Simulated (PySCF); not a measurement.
Indirect couplings

Bonds (- single, = double, # triple, : aromatic): C1-C2 1.519 Å, C2-C3 1.518 Å, C3-C4 1.504 Å, C4=O5 1.203 Å, C4-O6 1.342 Å. C1 carries H7, H8, H9; C2 carries H10, H11; C3 carries H12, H13; O6 carries H14.

Couplings: B3LYP/pcJ-1 (without the spin–dipole term) in PySCF, geometry PBE0-D3(BJ)/def2-SVP; gas phase, one conformer, non-relativistic. Couplings are averaged over pairs made equivalent by symmetry, fast rotation or ring inversion, so a value needn't be that of the named pair in this geometry, while other rotamers aren't included; one pair stands for each set, and the list holds a selection of those of at least 1.5 Hz over up to four bonds, among pairs with at least one C or H atom (others weren't computed).

Isotopes: 13C, 1H, 17O. Couplings to quadrupolar nuclei such as 17O and 33S are rarely resolved in practice.

| pair | bonds | J (Hz) |
| --- | --- | --- |
| C1, C2 | 1 | 37.6 |
| C1, H7 | 1 | 131.7 |
| C2, C3 | 1 | 39.4 |
| C2, H10 | 1 | 134.0 |
| C3, C4 | 1 | 59.0 |
| C3, H12 | 1 | ? |
| C4, O5 | 1 | 30.5 |
| C4, O6 | 1 | 33.6 |
| O6, H14 | 1 | ? |
| C1, H10 | 2 | -3.4 |
| C2, H7 | 2 | -3.5 |
| C2, H12 | 2 | -3.3 |
| C3, O6 | 2 | ? |
| C3, H10 | 2 | -4.5 |
| C4, H12 | 2 | ? |
| C4, H14 | 2 | -6.2 |
| H7, H8 | 2 | ? |
| H10, H11 | 2 | ? |
| C1, H12 | 3 | 2.6 |
| C3, H7 | 3 | 6.4 |
| C3, H14 | 3 | 6.9 |
| C4, H10 | 3 | ? |
| H7, H10 | 3 | 8.5 |
| H10, H12 | 3 | 4.5 |
| H10, H13 | 3 | 15.7 |
| C2, H14 | 4 | ? |

Estimate the withheld couplings, with signs.

## Answers


- 1J(C3,H12) = 130.7 Hz (bond length 1.103 Å, sp3 carbon)
- 1J(O6,H14) = -74.3 Hz (bond length 0.970 Å)
- 2J(C3,O6) = -18.4 Hz (angle at C4 112°)
- 2J(C4,H12) = -7.2 Hz (angle at C3 108°)
- 2J(H7,H8) = -14.1 Hz
- 2J(H10,H11) = -16.1 Hz (angle at C2 105°)
- 3J(C4,H10) = 1.9 Hz (dihedral angle 60°)
- 4J(C2,H14) = 1.6 Hz
